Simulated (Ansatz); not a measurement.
Basis-set extrapolation for `C=COCCCl` (PBE0-D4/def2-TZVP geometry, frozen core, Ansatz 0.2.0). Multiplicity 1, RHF reference.

|  | def2-TZVPP | def2-QZVPP |
| --- | --- | --- |
| HF | -689.979093 | -690.002568 |
| MP2 correlation | -1.087349 | -1.168517 |
| CCSD(T) correlation | -1.188757 | not run |

Energies in hartree. Use E(X) = E(∞) + A·exp(−7.88·√X) for Hartree–Fock and E(X) = E(∞) + B·X^(−2.97) for correlation, with X = 3 and 4, and add CCSD(T) minus MP2 of the smaller set to the MP2 limit.

Problem. What is the CCSD(T) energy at the basis-set limit?

Solution. HF limit: -690.002568 + (-0.023475) × 0.13774 = -690.00580. MP2 limit: -1.168517 + (-0.081168) × 0.74074 = -1.22864. Higher-order term: -1.188757 − (-1.087349) = -0.10141. Total: -691.33585 hartree, 441.1 kJ/mol below CCSD(T)/def2-TZVPP.
